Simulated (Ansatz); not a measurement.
What does this script print? It uses Ansatz's Python interface.

Script `run_cas.py`:
```python
"""Static correlation in H3MgN: natural occupations of an active space."""

import ansatz as az

GEOMETRY = """
N     0.04400   -1.13860   -0.06040
Mg    0.30230    0.95720   -0.21640
H    -1.03480   -1.26340   -0.34340
H     0.16610   -1.33120    0.93410
H     0.57230    2.70240   -0.35520
"""


def main() -> None:
    mol = az.Crystal.molecule()
    for line in GEOMETRY.strip().splitlines():
        symbol, *xyz = line.split()
        mol = mol.atom(symbol, [float(v) for v in xyz])

    job = (
        mol.calculation()
        .basis(gaussian="6-31G*")
        .correlation(active_electrons=6, active_orbitals=6)
    )
    for method in [None, "sc_nevpt2", "fic_mrcisd_q"]:
        rep = (job if method is None else job.correlation(method)).run(threads=1, backend="cpu").report
        space = rep["configurations"]
        state = space["states"][0]
        print(method or "casscf", f"total {rep['free_energy_ev'] / 27.211386246:.6f} Ha, active-space state {state['energy']['hartree']:.6f} Ha, mean field {rep['reference_energy_ev'] / 27.211386246:.6f} Ha")
        print("  determinants", state["n_determinants"], " natural occupations", [round(n, 3) for n in space["natural_occupations"]])


if __name__ == "__main__":
    main()
```

```console
$ python run_cas.py
casscf total -255.832994 Ha, active-space state -255.832994 Ha, mean field -255.749924 Ha
  determinants 400  natural occupations [1.976, 1.97, 1.966, 0.034, 0.03, 0.024]
RunWarning: the results are in doubt because another end's mean lies 0.461 eV lower, and its corrected mean 0.216 eV higher
sc_nevpt2 total -255.962840 Ha, active-space state -255.816043 Ha, mean field -255.749924 Ha
  determinants 400  natural occupations [1.971, 1.969, 1.961, 0.045, 0.031, 0.023]
fic_mrcisd_q total -255.987334 Ha, active-space state -255.832992 Ha, mean field -255.749924 Ha
  determinants 400  natural occupations [1.976, 1.97, 1.966, 0.034, 0.03, 0.024]
```
(Warnings from the package without file and line.)

Total energies depend on the basis set; only differences at equal settings carry meaning. The geometry is a force-field or estimated start, not a minimum of this method, and the basis set is short of its limit. The active space starts as a window about the frontier orbitals and is then optimised, not chosen by chemistry. A lower CASSCF solution was found and passed over, so the printed active-space state isn't the lowest. Finished in 8.1 s on 1 thread of Arm Neoverse V2 (shared host), peak memory 0.18 GiB.

(Lines on the test bed's own set-up are left out of the output.)
